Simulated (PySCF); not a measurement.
Start geometry of [AlH4]-, `[H][Al-]([H])([H])[H]` from GFN2-xTB (Å):
```
atom  x, y, z in Å
Al1   -0.0014   -0.0011    0.0000
H2     0.0129   -0.0193    1.6271
H3     1.5300    0.0130   -0.5529
H4    -0.7739    1.3341   -0.5201
H5    -0.7675   -1.3267   -0.5541
```

**Question.** What comes out of this run: PBE0-D3(BJ)/def2-SVP geometry optimisation, gas phase (PySCF 2.14.0)?

**Answer.** 
```
atom  x, y, z in Å
Al1   -0.0003   -0.0001    0.0001
H2     0.0118   -0.0207    1.6507
H3     1.5522    0.0120   -0.5609
H4    -0.7860    1.3523   -0.5278
H5    -0.7777   -1.3434   -0.5620
```

The energy falls by 0.012 eV over 3 energy and gradient evaluations, the largest force component goes from 0.0053 to 4.3e-05 Eh/bohr, and the atoms move by 0.020 Å rms after alignment. Among the bonds, Al1–H2 and Al1–H4 change most and about equally (+0.023 to +0.024 Å). Bonds longer at the end by more than 0.005 Å: 4 of 4; shorter: 0. The orientation of the end geometry is arbitrary; only internal coordinates are fixed.

The run used 38 basis functions and 13 SCF cycles in all. Time: 1.3 s. Hardware: x86-64 server, one thread (shared host).

Not checked by PBE0-D3(BJ)/def2-SVP frequencies. The geometry's basis has no diffuse functions, a weakness for an anion.
